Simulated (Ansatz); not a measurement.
Input for Ansatz (development build ahead of 0.2.0):

```yaml
crystal:
  periodic: [false, false, false]
  atoms:
    - { symbol: S, position_ang: [0.0, 0.0, 0.0] }
    - { symbol: "N", position_ang: [0.0, 1.3488, 1.035] }
    - { symbol: "N", position_ang: [0.0, -1.3488, 1.035] }
basis:
  gaussian: { orbitals: pcseg-2 }
total_charge: 1
magnetization:
  initial_magnetization: 3
hamiltonian:
  xc: pbe0
```

The input is written out in the form of the current development build from the run's settings.

Results

* Converged: yes
* Total energy: -506.89184 hartree
* Spin squared of the determinant: 3.750
* Stability test: minimum among restricted orbitals

Caution: other spin multiplicities may lie lower.
